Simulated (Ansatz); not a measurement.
We consider cubic perovskite BaTiO₃ (cubic high-temperature phase), described by r²SCAN in Ansatz (plane waves, PAW).

Settings: plane-wave cutoff 560 eV, 8×8×8 k mesh, Fermi–Dirac smearing 0.01 eV, no spin polarisation, scalar-relativistic PAW data made under PBE.

Cell (measured lattice):

```cif
data_BaO3Ti
_chemical_formula_sum 'Ba1 Ti1 O3'
_space_group_name_H-M_alt 'Pm-3m'
_space_group_IT_number 221
_space_group_name_Hall '-P 4 2 3'
_cell_length_a 4.00100
_cell_length_b 4.00100
_cell_length_c 4.00100
_cell_angle_alpha 90.000
_cell_angle_beta 90.000
_cell_angle_gamma 90.000
loop_
_atom_site_label
_atom_site_type_symbol
_atom_site_symmetry_multiplicity
_atom_site_Wyckoff_symbol
_atom_site_fract_x
_atom_site_fract_y
_atom_site_fract_z
_atom_site_occupancy
Ba1 Ba 1 a 0.00000 0.00000 0.00000 1
Ti1 Ti 1 b 0.50000 0.50000 0.50000 1
O1 O 3 c 0.00000 0.50000 0.50000 1
```

Estimate the band gap and smallest direct gap on the k points sampled that the calculation returns.


band gap: 2.16 eV
smallest direct gap on the k points sampled: 2.27 eV

Measured, for comparison: band gap 3.2 eV (temperature not stated, not corrected to a static lattice; as tabulated in Matsushita et al. (2011), arXiv:1104.2769).

Note: held by symmetry at 0 K, a high-temperature phase can be a saddle point; cell and atoms aren't relaxed at this level (pressure -0.9 GPa).

Spin–orbit coupling is not included.

Ansatz is an electronic-structure program.
